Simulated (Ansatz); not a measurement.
# H3S+ (sulfonium) at 6 levels

Wanted: a comparison of 6 runs (PBE/3-21G, PBE/6-31G, UPBE/3-21G, revPBE/3-21G, revPBE/6-31G, MP2/3-21G) of H3S+ (sulfonium). 

Program for the calculation: Ansatz 0.2.0.

9 further runs of the same task are left out: 7 that didn't finish, 2 set aside as unsound or not needed.

## Step 1: The structure to begin with

H3S+ has 4 atoms, charge +1, and is taken as a singlet. As SMILES, `[SH3+]`. The H2–S1 distance was set to 2.711 Å, away from the relaxed value. At this shape a bond of the SMILES string is far longer than usual.

Bond lengths: S1–H3 1.355 Å, S1–H4 1.355 Å. Angles: H3–S1–H4 93.7°.

## Step 2: The energy at PBE/3-21G (run 1)

Contents of molecule.yaml:

```yaml
crystal:
  periodic: [false, false, false]
  atoms:
    - symbol: S
      position_ang: [-0.244798, -0.482753, -1.626289]
    - symbol: H
      position_ang: [0.848020, 0.280920, 0.734350]
    - symbol: H
      position_ang: [-1.040568, -1.419773, -1.055309]
    - symbol: H
      position_ang: [-1.201918, 0.476077, -1.593779]
basis:
  gaussian:
    orbitals: 3-21G.json
total_charge: 1
hamiltonian:
  xc: {name: PBE}
accuracy: high
```

The basis set 3-21G is read from a file made from the Basis Set Exchange's data (not shown).

Launch:

```sh
$ ansatz run molecule.yaml --threads 1 --pin off --max-ram 2610MiB --events-out events.jsonl --progress --plain --runs-dir runs
```

Log:

```text
Warning: RAYON_NUM_THREADS=1 ignored (pool sized by the plan → 1); use --threads N
Functional definition: PBE
  name "PBE"
  parameter kappa = 0.804
  parameter beta = 0.06672455060314922
  exchange = pbe_x(kappa = kappa, mu = beta*pi^2/3)
  correlation = pbe_c(beta = beta)
356 factors; integrals over basis functions are off by at most 3.9e-9 eV
mean field evaluation 1: about -10805.3730 eV, gradient 3.8e1 eV
mean field evaluation 2: about -10782.4931 eV, gradient 7.1e1 eV
mean field evaluation 4: about -10798.7186 eV, gradient 4.0e1 eV
mean field evaluation 8: about -10810.5793 eV, gradient 1.1e1 eV
mean field evaluation 16: about -10812.5537 eV, gradient 1.1e-6 eV
mean field -10812.55371062 eV, -397.3540198533 hartree, gradient 1.6e-8 eV, S^2 0.000000; 0 other end points of the search recorded, 0 dependent functions left out
reference -10812.55371256 eV, -397.3540199246 hartree; 9, 9 occupied and 10, 10 virtual orbitals, 356 factors
Total energy: -10812.55371256 eV, -397.3540199246 hartree
```

Wall time 0.7 s (1 thread of Arm Neoverse V2, shared host).

## Step 3: The energy at PBE/6-31G (run 2)

Contents of input.yaml:

```yaml
crystal:
  periodic: [false, false, false]
  atoms:
    - {symbol: S, position_ang: [-0.244798, -0.482753, -1.626289]}
    - {symbol: H, position_ang: [0.848020, 0.280920, 0.734350]}
    - {symbol: H, position_ang: [-1.040568, -1.419773, -1.055309]}
    - {symbol: H, position_ang: [-1.201918, 0.476077, -1.593779]}
basis:
  gaussian:
    orbitals: 6-31G
total_charge: 1
hamiltonian:
  xc: pbe
accuracy: high
```

Launch:

```sh
$ ansatz run input.yaml --threads 1 --pin off --max-ram 2610MiB --events-out events.jsonl --progress --plain --runs-dir runs
```

Log:

```text
Warning: RAYON_NUM_THREADS=1 ignored (pool sized by the plan → 1); use --threads N
Functional definition: PBE
  name "PBE"
  parameter kappa = 0.804
  parameter beta = 0.06672455060314922
  exchange = pbe_x(kappa = kappa, mu = beta*pi^2/3)
  correlation = pbe_c(beta = beta)
403 factors; integrals over basis functions are off by at most 4.0e-9 eV
mean field evaluation 1: about -10858.2155 eV, gradient 3.6e1 eV
mean field evaluation 2: about -10835.3496 eV, gradient 6.9e1 eV
mean field evaluation 4: about -10852.7349 eV, gradient 3.9e1 eV
mean field evaluation 8: about -10863.9365 eV, gradient 9.4e0 eV
mean field evaluation 16: about -10865.5018 eV, gradient 1.5e-6 eV
mean field -10865.50181682 eV, -399.2998268664 hartree, gradient 1.4e-8 eV, S^2 0.000000; 0 other end points of the search recorded, 0 dependent functions left out
reference -10865.50181895 eV, -399.2998269449 hartree; 9, 9 occupied and 10, 10 virtual orbitals, 403 factors
Total energy: -10865.50181895 eV, -399.2998269449 hartree
```

Wall time 0.7 s (1 thread of Arm Neoverse V2, shared host).

Runs 3 to 5 aren't shown in full; the table further down has their settings and results.

## Step 4: The energy at MP2/3-21G (run 6)

Contents of run.yaml:

```yaml
crystal:
  periodic: [false, false, false]
  atoms:
    - symbol: S
      position_ang: [-0.244798, -0.482753, -1.626289]
    - symbol: H
      position_ang: [0.848020, 0.280920, 0.734350]
    - symbol: H
      position_ang: [-1.040568, -1.419773, -1.055309]
    - symbol: H
      position_ang: [-1.201918, 0.476077, -1.593779]
basis:
  gaussian:
    orbitals: 3-21G.json
total_charge: 1
correlation:
  method: mp2
  frozen_orbitals: {H: 0, S: 5}
accuracy: high
```

The basis set 3-21G is read from a file made from the Basis Set Exchange's data (not shown).

Launch:

```sh
$ ansatz run run.yaml --threads 1 --pin off --max-ram 2610MiB --events-out events.jsonl --progress --plain --runs-dir runs
```

Log, shortened:

```text
Warning: RAYON_NUM_THREADS=1 ignored (pool sized by the plan → 1); use --threads N
Functional definition: HF
  name "HF"
[...]
356 factors; integrals over basis functions are off by at most 3.9e-9 eV
[...]
mean field -10797.41280598 eV, -396.7976018704 hartree, gradient 1.4e-8 eV, S^2 0.000000; 0 other end points of the search recorded, 0 dependent functions left out; unrestricted orbitals would lower it
[...]
unrestricted determinant -10798.96127756 eV, -396.8545071516 hartree, S^2 0.8993
5 core orbitals not correlated: weight in the atoms' cores, before any rotation towards them, 1.000 or more for the frozen orbitals, at most 0.000 for the correlated occupied ones
reference -10797.41280598 eV, -396.7976018704 hartree; 4, 4 occupied and 10, 10 virtual orbitals, 356 factors
second order -2.52996919 eV of doubles, -0.00000000 eV of singles
Total energy: -10799.94277516 eV, -396.8905765231 hartree
```

Wall time 0.1 s (1 thread of Arm Neoverse V2, shared host).

## Step 5: The series

```tsv
run	level	frozen core orbitals	energy (Eh)	wall time
1	PBE/3-21G	–	-397.354020	0.7 s
2	PBE/6-31G	–	-399.299827	0.7 s
3	UPBE/3-21G	–	-397.362136	1.9 s
4	revPBE/3-21G	–	-397.463530	0.6 s
5	revPBE/6-31G	–	-399.410303	0.72 s
6	MP2/3-21G	5	-396.890577	0.1 s
```

## Step 6: Results

```
                                          quantity          value
                               run 6: total energy  -396.89058 Eh
run 6: correlation energy (5 core orbitals frozen)      -93.0 mEh
```

**Reading.** Totals of different functionals can't be ranked against each other. In run 6 the log says that unrestricted orbitals would lower the reference, so the values rest on an unstable closed-shell determinant (other closed-shell runs at this shape may share the fault). Spin contamination of the reference: run 3 ⟨S²⟩ = 0.49. All runs together took 4.7 s, the longest 1.9 s.
